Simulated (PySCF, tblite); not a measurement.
Isomers of C4H5O (doublet state), one GFN2-xTB conformer each. Single-point energies are computed at B3LYP/pcH-1 (PySCF, gas phase, no added dispersion term), electronic only. GFN2-xTB treats the open shell by occupation alone, and not every SCF solution was tested for stability.

Task: Rank them by B3LYP/pcH-1 energy, lowest first (kJ/mol).
A. `C1C(C[CH]1)=O` [radical]
B. `C=[C]C(C)=O` [radical]

Result: B (0.0), A (4.0).

As drawn, the higher has a four-membered ring, which the lower lacks. Neighbours under 21 kJ/mol apart (C=[C]C(C)=O and O=C1C[CH]C1) can change places with a better method, another conformer or zero-point energy. GFN2-xTB itself gives, in the same order: 24.5, 0.0. GFN2-xTB puts O=C1C[CH]C1 lowest instead.

Task: What happens when harmonic zero-point energies from GFN2-xTB frequencies are added?

Result: 
```csv
SMILES,ZPE (kJ/mol),electronic (kJ/mol),with ZPE (kJ/mol)
C=[C]C(C)=O,190.8,0.0,0.0
O=C1C[CH]C1,194.5,4.0,7.7
```

The zero-point energies span 3.7 kJ/mol. The order is unchanged.

Task: As an exercise, what shares would exp(−E/RT) give at 298.15 K from these electronic energies alone (no entropy, no degeneracies)?

Result: RT = 2.479 kJ/mol: C=[C]C(C)=O 83.7 %, O=C1C[CH]C1 16.3 %.
